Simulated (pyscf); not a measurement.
Routes from F–B(F)–F + HCl

Candidate steps break at most two bonds and form at most two. Each was searched with GFN2-xTB (tblite) first. Single points on ωB97X-D3(BJ)/def2-SVP structures (PySCF, gas phase). Correlated levels are frozen-core, on RHF or UHF. ΔMP2 is the change of the MP2 total energy from the triple- to the quadruple-zeta basis. Energies: CCSD(T)/def2-TZVPP + ΔMP2(QZVPP), kcal/mol, from the separated reactants, singlet surface; ΔG‡ with ideal gas, 1 atm, RRHO with modes under 100 cm⁻¹ raised to 100, one conformer, R ln 2 for chiral ones without a mode under 150 cm⁻¹.

```json
[
 {"products": "HF + F–B(F)–Cl", "type": "four-centre exchange", "ΔE‡": "30.2", "ΔE": "+15.3", "ΔG‡ 298 K": "38.8", "ΔG‡ 900 K": "58.4", "ν‡ (cm⁻¹)": "969i"},
 {"products": "F–Cl + F–BH–F", "type": "four-centre exchange", "ΔE‡": "144.8", "ΔE": "+104.8", "ΔG‡ 298 K": "152.9", "ΔG‡ 900 K": "171.2", "ν‡ (cm⁻¹)": "1065i"}
]
```

Plain bond fissions and candidates not yet searched are not listed, and one of them may be faster. Each barrier is that of the saddle found; lower ones may exist. One closed-shell reference is unstable to symmetry breaking; treat the single-reference values with care. The CCSD(T) − MP2 part came from Ansatz, without density fitting, on the same reference.
